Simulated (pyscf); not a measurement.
Thermochemistry of product channels of :HSi–PH₂ [singlet] + water (H₂O) on the singlet surface, in kJ/mol, from ωB97M-D3(BJ)/def2-TZVP energies (ideal gas, 1 atm, RRHO with modes under 100 cm⁻¹ raised to 100, one conformer, R ln 2 for chiral ones without a mode under 150 cm⁻¹). Optimised with ωB97X-D3(BJ)/def2-SVP in PySCF.

```tsv
products	ΔE	ΔH(298 K)	ΔG(298 K)	ΔG(600 K)
HO–SiH=PH + hydrogen (H₂)	?	-137.6	-125.4	-114.5
HO–Si:–PH₂ [singlet] + hydrogen (H₂)	?	-119.9	-110.5	-102.4
PH₃ + HO–SiH: [singlet]	-92.4	-97.6	-94.6	-90.6
O=SiH–PH₂ + hydrogen (H₂)	-92.1	-108.3	-97.4	-87.4
HO–SiH₂–PH₂	-283.4	-280.6	-235.0	?
```

Q: What belongs in the gaps?

A: 
- HO–SiH=PH + hydrogen (H₂), ΔE: -126.8
- HO–Si:–PH₂ [singlet] + hydrogen (H₂), ΔE: -109.9
- HO–SiH₂–PH₂, ΔG(600 K): -188.9

These are energies of the channels, which say nothing of barriers. :HSi–PH₂ [singlet] lies 47.9 kJ/mol over its isomer H₂Si=PH (electronic energy, ωB97M-D3(BJ)/def2-TZVP).
